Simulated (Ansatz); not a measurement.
We consider fluorite CdF2, described by r²SCAN (Ansatz, a program for electronic structure, PAW).

Numerical settings: plane-wave cutoff 600 eV, 8×8×8 k mesh, scalar-relativistic PAW data made under PBE.

Computed at the level's own relaxed cell.

Hill averages of the elastic tensor: K = 113.2 GPa, G = 34.6 GPa. Volume 13.034 Å³/atom, mean atomic mass 50.136 u.

Question: Work out the density, the sound velocities of a polycrystal and the elastic Debye temperature at this level.

Answer: ρ = 1.66054 × 50.136/13.034 = 6.387 g/cm³. v_l = √[(K + 4G/3)/ρ] = 4.995 km/s and v_t = √(G/ρ) = 2.327 km/s. The mean follows from 3/v_m³ = 1/v_l³ + 2/v_t³: v_m = 2.620 km/s. Θ_D = (ħ/k_B) v_m (6π²/V)^(1/3) = 76.38 K Å s/km × 2.620 × 1.6562 Å⁻¹ = 331 K, counting all atoms of the cell.
